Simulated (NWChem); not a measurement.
All runs are NWChem calculations. System: Si (-1), charge -1, spin multiplicity 4. Its SCF solution wasn't tested for a lower state. Level: UHF/def2-TZVPD.

Input file:

```
start mol
memory heap 200 mb stack 900 mb global 1100 mb
charge -1
geometry units angstroms nocenter noautoz
  Si     0.000000     0.000000     0.000000
  symmetry group D2h
end
basis spherical
  * library def2-tzvpd
end
scf
  uhf
  nopen 3
  maxiter 100
  thresh 1e-7
  semidirect memsize 60000000 filesize 0
  # guess.movecs holds the orbitals of an unrestricted PBE0 run
  vectors input guess.movecs output mol.movecs
end
task scf energy
```

Output (cleaned and shortened):

```
             Northwest Computational Chemistry Package (NWChem) 7.3.0
             --------------------------------------------------------

                                NWChem Input Module
                                -------------------

 Scaling coordinates for geometry "geometry" by  1.889725989
 (inverse scale =  0.529177249)

                             Geometry "geometry" -> ""
                             -------------------------

 Output coordinates in angstroms (scale by  1.889725989 to convert to a.u.)

  No.       Tag          Charge          X              Y              Z
 ---- ---------------- ---------- -------------- -------------- --------------
    1 Si                  14.0000     0.00000000     0.00000000     0.00000000

 Effective nuclear repulsion energy (a.u.)       0.0000000000

            Nuclear Dipole moment (a.u.)
            ----------------------------
        X                 Y               Z
 ---------------- ---------------- ----------------
     0.0000000000     0.0000000000     0.0000000000

      Symmetry information
      --------------------

 Group name             D2h
 Group number             26
 Group order               8
 No. of unique centers     1

      Symmetry unique atoms

     1


 Summary of "ao basis" -> "" (spherical)
 ------------------------------------------------------------------------------
       Tag                 Description            Shells   Functions and Types
 ---------------- ------------------------------  ------  ---------------------
 *                         def2-tzvpd                 on all atoms

 Summary of "ao basis" -> "ao basis" (spherical)
 ------------------------------------------------------------------------------
       Tag                 Description            Shells   Functions and Types
 ---------------- ------------------------------  ------  ---------------------
 Si                        def2-tzvpd               15       43   6s5p3d1f

                                 NWChem SCF Module
                                 -----------------

  ao basis        = "ao basis"
[...]
  ----- ------------  ---------------      ----- ------------  ---------------
     4      0.652545  1 Si s                  5      0.405292  1 Si s
     3     -0.391448  1 Si s

 Vector    7  Occ=0.000000D+00  E= 2.598100D-01  Symmetry=ag
              MO Center=  6.4D-21,  6.2D-21,  2.6D-21, r^2= 1.1D+01
   Bfn.  Coefficient  Atom+Function         Bfn.  Coefficient  Atom+Function
  ----- ------------  ---------------      ----- ------------  ---------------
     6     -2.245844  1 Si s                  5      2.060431  1 Si s
     4     -0.204273  1 Si s

 Vector    8  Occ=0.000000D+00  E= 2.844694D-01  Symmetry=b3u
              MO Center=  1.0D-23, -2.2D-40,  1.4D-40, r^2= 4.5D+00
   Bfn.  Coefficient  Atom+Function         Bfn.  Coefficient  Atom+Function
  ----- ------------  ---------------      ----- ------------  ---------------
    19      0.935672  1 Si px                13      0.176439  1 Si px

 Vector    9  Occ=0.000000D+00  E= 2.844694D-01  Symmetry=b2u
              MO Center= -2.5D-40,  1.1D-23,  1.6D-40, r^2= 4.5D+00
   Bfn.  Coefficient  Atom+Function         Bfn.  Coefficient  Atom+Function
  ----- ------------  ---------------      ----- ------------  ---------------
    20      0.935672  1 Si py                14      0.176439  1 Si py

 center of mass
 --------------
 x =   0.00000000 y =   0.00000000 z =   0.00000000

 moments of inertia (a.u.)
 ------------------
           0.000000000000           0.000000000000           0.000000000000
           0.000000000000           0.000000000000           0.000000000000
           0.000000000000           0.000000000000           0.000000000000

  Mulliken analysis of the total density
  --------------------------------------

    Atom       Charge   Shell Charges
 -----------   ------   -------------------------------------------------------
    1 Si  14    15.00   2.00  0.59  1.38  1.02  0.87  0.14  4.10  1.74  0.43  1.08  1.65  0.00  0.00  0.00  0.00

  Mulliken analysis of the alpha density
  --------------------------------------

    Atom       Charge   Shell Charges
 -----------   ------   -------------------------------------------------------
    1 Si  14     9.00   1.00  0.30  0.69  0.48  0.49  0.05  2.08  0.85  0.34  1.08  1.65  0.00  0.00  0.00  0.00

   Mulliken analysis of the beta density
   -------------------------------------

    Atom       Charge   Shell Charges
 -----------   ------   -------------------------------------------------------
    1 Si  14     6.00   1.00  0.30  0.69  0.54  0.38  0.10  2.03  0.89  0.09 -0.00  0.00  0.00  0.00  0.00  0.00

   Mulliken analysis of the spin density
   -------------------------------------

    Atom       Charge   Shell Charges
 -----------   ------   -------------------------------------------------------
    1 Si  14     3.00   0.00  0.00 -0.00 -0.06  0.11 -0.05  0.05 -0.04  0.25  1.09  1.65 -0.00 -0.00 -0.00 -0.00

       Multipole analysis of the density wrt the origin
       ------------------------------------------------

     L   x y z        total         alpha         beta         nuclear
     -   - - -        -----         -----         ----         -------
     0   0 0 0     -1.000000     -9.000000     -6.000000     14.000000

     1   1 0 0     -0.000000     -0.000000      0.000000      0.000000
     1   0 1 0      0.000000      0.000000      0.000000      0.000000
     1   0 0 1     -0.000000     -0.000000      0.000000      0.000000

     2   2 0 0    -16.250475    -13.618753     -2.631722      0.000000
     2   1 1 0     -0.000000     -0.000000     -0.000000      0.000000
     2   1 0 1      0.000000      0.000000      0.000000      0.000000
     2   0 2 0    -16.250475    -13.618753     -2.631722      0.000000
     2   0 1 1      0.000000      0.000000     -0.000000      0.000000
     2   0 0 2    -16.250475    -13.618753     -2.631722      0.000000

 Task  times  cpu:        0.1s     wall:        0.1s

 Total times  cpu:        0.2s     wall:        0.2s
```
